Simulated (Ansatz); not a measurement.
`F/C=C\F`, one more setting.

```yaml
crystal:
  periodic: [false, false, false]
  atoms:
    - {symbol: F, position_ang: [0.118328, -0.822122, -1.580402]}
    - {symbol: C, position_ang: [0.274258, 0.282260, -0.773685]}
    - {symbol: C, position_ang: [-0.299461, 0.110077, 0.614188]}
    - {symbol: F, position_ang: [-1.494217, -0.984760, 0.642201]}
    - {symbol: H, position_ang: [0.968274, 0.718131, -0.633763]}
    - {symbol: H, position_ang: [-0.195131, 0.774999, 1.605200]}
basis:
  gaussian: {orbitals: aug-pcseg-2}
hamiltonian: {xc: {name: RPBE}, dispersion: d3bjatm, pseudopotentials: {relativity: scalar}}
output: {forces: true}
```

```sh
$ ansatz run in.yaml --threads 4 --pin off --events-out ev --progress --plain --max-ram 10444MiB
```

It prints (some lines left out):

```
Functional definition: RPBE
920 factors; their error is unknown
mean field evaluation 1: about -7538.3296 eV, gradient 4.5e1 eV
mean field evaluation 2: about -7529.9821 eV, gradient 6.4e1 eV
mean field evaluation 4: about -7542.9001 eV, gradient 6.6e0 eV
mean field evaluation 8: about -7542.9811 eV, gradient 1.0e-1 eV
mean field evaluation 16: about -7542.9374 eV, gradient 5.5e-3 eV
mean field -7542.93737252 eV, -277.1978356534 hartree, gradient 4.2e-5 eV, S^2 0.000000; 0 other end points of the search recorded, 0 dependent functions left out
reference -7542.93743081 eV, -277.1978377955 hartree; 16, 16 occupied and 214, 214 virtual orbitals, 920 factors
Total energy: -7543.32114115 eV, -277.2119388907 hartree
Relativity: scalar
Atom 0 at     0.118328    -0.822122    -1.580402 Å, force     0.443246     1.827364    -0.003529 eV/Å
Atom 1 at     0.274258     0.282260    -0.773685 Å, force   -18.434459   -12.747355     4.076496 eV/Å
Atom 2 at    -0.299461     0.110077     0.614188 Å, force    -1.821159    -0.944345    -3.260136 eV/Å
Atom 3 at    -1.494217    -0.984760     0.642201 Å, force     3.342921     3.066210     0.438581 eV/Å
Atom 4 at     0.968274     0.718131    -0.633763 Å, force    17.002763    10.342185     1.096544 eV/Å
Atom 5 at    -0.195131     0.774999     1.605200 Å, force    -0.533312    -1.544059    -2.347956 eV/Å
Dipole moment:     0.420540     0.471822     0.173060 e Å
```

Hardware: 4 threads of an Arm Neoverse V1 on a shared host. Wall time 1.9 s, peak host memory 0.24 GiB.
